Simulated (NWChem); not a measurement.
**One shape, several levels: N2 (nitrogen)**

Aim: a comparison of 6 runs (HF/def2-TZVPPD, B3LYP/def2-TZVPPD, TPSSh/cc-pVTZ, B2PLYP/def2-TZVPPD, BHLYP/def2-TZVPPD, CCSD/def2-TZVPPD) of N2 (nitrogen). 

Program for the calculation: NWChem 7.3.0.

**1. The system as given**

N2 has 2 atoms, charge 0, and is taken as a singlet. SMILES: `N#N`. The coordinates come from a PBE0-D4/def2-TZVP relaxation.

Bond lengths: N1–N2 1.090 Å.

**2. Energy and gradient at HF/def2-TZVPPD (run 1)**

Input file run.py:

```python
from ase import Atoms
from ase.calculators.nwchem import NWChem

atoms = Atoms('NN', positions=[
    [0.465500, -0.150300, 0.239800],
    [-0.465500, 0.150300, -0.239800],
])

calc = NWChem(
    label='geom',
    theory='scf',
    memory='2200 mb',
    basis='def2-TZVPPD',
    basispar='spherical bse',
    scf={'nopen': '0', 'rhf': None, 'thresh': '1e-08', 'maxiter': '80', 'print': 'low'},
)
atoms.calc = calc

forces = atoms.get_forces()
e = atoms.get_potential_energy()
print(f"E = {e:.6f} eV")
print("forces (eV/A):")
for s, f in zip(atoms.symbols, forces):
    print(f"{s:2s} {f[0]:10.5f} {f[1]:10.5f} {f[2]:10.5f}")
```

Command:

```bash
$ export ASE_NWCHEM_COMMAND="nwchem PREFIX.nwi > PREFIX.nwo"
$ python run.py
```

The log of the run:

```text
E = -2965.765565 eV
forces (eV/A):
N    -3.56910    1.15237   -1.83860
N     3.56910   -1.15237    1.83860
```

The calculator wrote geom.nwi:

```
title "geom"

permanent_dir geom

scratch_dir geom

start geom

geometry units angstrom nocenter noautosym noautoz
  N  4.6550000000000002e-01 -1.5029999999999999e-01 2.3980000000000001e-01
  N  -4.6550000000000002e-01 1.5029999999999999e-01 -2.3980000000000001e-01
end

memory 2200 mb

basis spherical bse noprint
   * library def2-TZVPPD
end

scf
  nopen 0
  rhf
  thresh 1e-08
  maxiter 80
  print low
end

task scf gradient
```

geom.nwo:

```text
Northwest Computational Chemistry Package (NWChem) 7.3.0
             --------------------------------------------------------

           Job information
           ---------------

    nwchem branch   = 7.3.0
    use scalapack   = T
    input           = geom.nwi
    prefix          = geom.
    data base       = geom/geom.db
    status          = startup
    nproc           =        1

           Memory information
           ------------------

[... 5 lines left out ...]
    hardfail = no
[... 77 lines left out ...]
       Final RHF  results
[... 3 lines left out ...]
      One-electron energy =   -194.610076742535
[... 1 line left out ...]
 Nuclear repulsion energy =     23.798343493223
[... 1 line left out ...]
        Time for solution =      2.8s

                              NWChem Gradients Module
                              -----------------------

                         RHF ENERGY GRADIENTS

    atom               coordinates                        gradient
                 x          y          z           x          y          z
   1 N       0.879667  -0.284026   0.453156    0.069408  -0.022410   0.035755
   2 N      -0.879667   0.284026  -0.453156   -0.069408   0.022410  -0.035755

 Task  times  cpu:        3.7s     wall:        3.7s
 Total times  cpu:        3.7s     wall:        3.7s
```

Run time: 4.8 s. Hardware: 1 thread of Intel Xeon 6975P-C (Granite Rapids), shared host; peak memory 0.11 GiB.

**3. Energy and forces at B3LYP/def2-TZVPPD (run 2)**

Input file work.nw:

```
START work
TITLE "N2 gradient"
memory 2200 mb

GEOMETRY units angstroms noautosym nocenter noautoz
   N        0.465500      -0.150300       0.239800
   N       -0.465500       0.150300      -0.239800
END

BASIS spherical bse
   * library def2-TZVPPD
END

DFT
   xc b3lyp
   grid xfine
   convergence energy 1e-08
   iterations 100
   mulliken
   print low
END

TASK dft gradient
```

Command:

```bash
$ nwchem work.nw > work.out
```

The log of the run:

```text
[...]
 d= 0,ls=0.0,diis     1   -109.5539773151 -1.33D+02  5.61D-03  3.26D-01     0.7
[...]
 d= 0,ls=0.0,diis     6   -109.5737972521 -8.03D-10  1.07D-07  1.50D-10     3.3
         Total DFT energy =     -109.573797252076
      One electron energy =     -194.904593779309
           Coulomb energy =       75.245222801994
    Exchange-Corr. energy =      -13.712769767984
 Nuclear repulsion energy =       23.798343493223
[...]
      Total Density - Mulliken Population Analysis
     ---------------------------------------------
    Atom       Charge   Shell Charges
 -----------   ------   -------------------------------------------------------
    1 N    7     7.00   0.82  1.15  0.64  0.85  0.38  0.03  1.45  1.25  0.36  0.02  0.05 -0.00  0.01
    2 N    7     7.00   0.82  1.15  0.64  0.85  0.38  0.03  1.45  1.25  0.36  0.02  0.05 -0.00  0.01
[...]
                         DFT ENERGY GRADIENTS
    atom               coordinates                        gradient
                 x          y          z           x          y          z
   1 N       0.879667  -0.284026   0.453156   -0.003234   0.001044  -0.001666
   2 N      -0.879667   0.284026  -0.453156    0.003234  -0.001044   0.001666
 Task  times  cpu:        4.5s     wall:        4.5s
 Total times  cpu:        4.5s     wall:        4.5s
```

It took 5.1 s on 1 thread of Intel Xeon 6975P-C (Granite Rapids), shared host; peak memory 0.13 GiB.

**4. Energy and forces at TPSSh/cc-pVTZ (run 3)**

Input file m1.xyz:

```xyz
2

N      0.465500    -0.150300     0.239800
N     -0.465500     0.150300    -0.239800
```

Input file run.py:

```python
from ase.io import read
from ase.calculators.nwchem import NWChem

system = read('m1.xyz')

calc = NWChem(
    label='m1',
    theory='dft',
    memory='2200 mb',
    basis='cc-pVTZ',
    basispar='spherical bse',
    dft={'xc': 'xctpssh', 'mult': '1', 'grid': 'xfine', 'convergence': 'energy 1e-08', 'iterations': '100', 'mulliken': None, 'print': 'low'},
)
system.calc = calc

forces = system.get_forces()
e = system.get_potential_energy()
print(f"E = {e:.6f} eV")
print("forces (eV/A):")
for s, f in zip(system.symbols, forces):
    print(f"{s:2s} {f[0]:10.5f} {f[1]:10.5f} {f[2]:10.5f}")
```

Command:

```bash
$ export ASE_NWCHEM_COMMAND="nwchem PREFIX.nwi > PREFIX.nwo"
$ python run.py
```

The log of the run:

```text
E = -2981.509860 eV
forces (eV/A):
N     0.76861   -0.24816    0.39595
N    -0.76861    0.24816   -0.39595
```

The calculator wrote m1.nwi:

```
title "m1"

permanent_dir m1

scratch_dir m1

start m1

geometry units angstrom nocenter noautosym noautoz
  N  4.6550000000000002e-01 -1.5029999999999999e-01 2.3980000000000001e-01
  N  -4.6550000000000002e-01 1.5029999999999999e-01 -2.3980000000000001e-01
end

memory 2200 mb

basis spherical bse noprint
   * library cc-pVTZ
end

dft
  xc xctpssh
  mult 1
  grid xfine
  convergence energy 1e-08
  iterations 100
  mulliken
  print low
end

task dft gradient
```

m1.nwo:

```text
Northwest Computational Chemistry Package (NWChem) 7.3.0
             --------------------------------------------------------

           Job information
           ---------------

    nwchem branch   = 7.3.0
    use scalapack   = T
    input           = m1.nwi
    prefix          = m1.
    data base       = m1/m1.db
    status          = startup
    nproc           =        1

           Memory information
           ------------------

[... 5 lines left out ...]
    hardfail = no
[... 33 lines left out ...]
            Nuclear Dipole moment (a.u.)
[... 53 lines left out ...]
         Total DFT energy =     -109.568467298669
[... 1 line left out ...]
           Coulomb energy =       75.323460116920
[... 1 line left out ...]
 Nuclear repulsion energy =       23.798343493223
[... 18 lines left out ...]
    Atom       Charge   Shell Charges
 -----------   ------   -------------------------------------------------------
    1 N    7     7.00   1.59  0.46  0.82  0.55  0.92  1.56  0.90  0.02  0.16  0.03
    2 N    7     7.00   1.59  0.46  0.82  0.55  0.92  1.56  0.90  0.02  0.16  0.03

                         DFT ENERGY GRADIENTS

    atom               coordinates                        gradient
                 x          y          z           x          y          z
   1 N       0.879667  -0.284026   0.453156   -0.014947   0.004826  -0.007700
   2 N      -0.879667   0.284026  -0.453156    0.014947  -0.004826   0.007700

 Task  times  cpu:        4.3s     wall:        4.3s
 Total times  cpu:        4.4s     wall:        4.4s
```

It took 5.4 s on 1 thread of Intel Xeon 6975P-C (Granite Rapids), shared host; peak memory 0.13 GiB.

Runs 4 to 5 aren't shown in full; the table further down has their settings and results.

**5. A single-point energy at CCSD/def2-TZVPPD (run 6)**

Input file mymol.nw:

```
START mymol
TITLE "N2"
memory total 2200 mb
GEOMETRY units angstroms noautosym nocenter noautoz
  N      0.465500    -0.150300     0.239800
  N     -0.465500     0.150300    -0.239800
END
BASIS spherical bse
  * library def2-TZVPPD
END
SCF
  thresh 1e-08
  maxiter 80
END
CCSD
  freeze core 2
  maxiter 60
END
TASK ccsd energy
```

Command:

```bash
$ nwchem mymol.nw > mymol.out
```

The log of the run:

```text
[...]
  functions       =    74
[...]
  wavefunction    = RHF
[...]
         Total SCF energy =   -108.989875132144
      One-electron energy =   -194.610076742530
      Two-electron energy =     61.821858117163
 Nuclear repulsion energy =     23.798343493223
        Time for solution =      2.8s
[...]
 Total MP2 energy:           -109.361252685483706
[...]
             energy      energy      error      ampl     ampl      Block
                                                time     time      time
[...]
 Total CCSD energy:           -109.360367471340197
[...]
```

Run time: 23 s. Hardware: 1 thread of Intel Xeon 6975P-C (Granite Rapids), shared host; peak memory 0.12 GiB.

**6. The series**

```csv
run,level,iteration cap,module,energy (Eh),largest force (eV/Å),wall time
1,HF/def2-TZVPPD,80,scf,-108.989875,4.177,4.8 s
2,B3LYP/def2-TZVPPD,100,dft,-109.573797,0.195,5.1 s
3,TPSSh/cc-pVTZ,100,dft,-109.568467,0.900,5.4 s
4,B2PLYP/def2-TZVPPD,100,dft,-109.503750,–,4.5 s
5,BHLYP/def2-TZVPPD,100,dft,-109.512604,2.015,5.1 s
6,CCSD/def2-TZVPPD,80,ccsd,-109.360367,–,23 s
```

**7. What came out**

```
                                          quantity          value
                               run 6: total energy  -109.36037 Eh
        run 6: HOMO energy (Hartree–Fock orbitals)      -16.81 eV
        run 6: LUMO energy (Hartree–Fock orbitals)        3.43 eV
      run 6: HOMO–LUMO gap (Hartree–Fock orbitals)       20.24 eV
run 6: correlation energy (2 core orbitals frozen)     -370.5 mEh
```

In words: Totals of different functionals can't be ranked against each other. All runs together took 48 s, the longest 23 s.
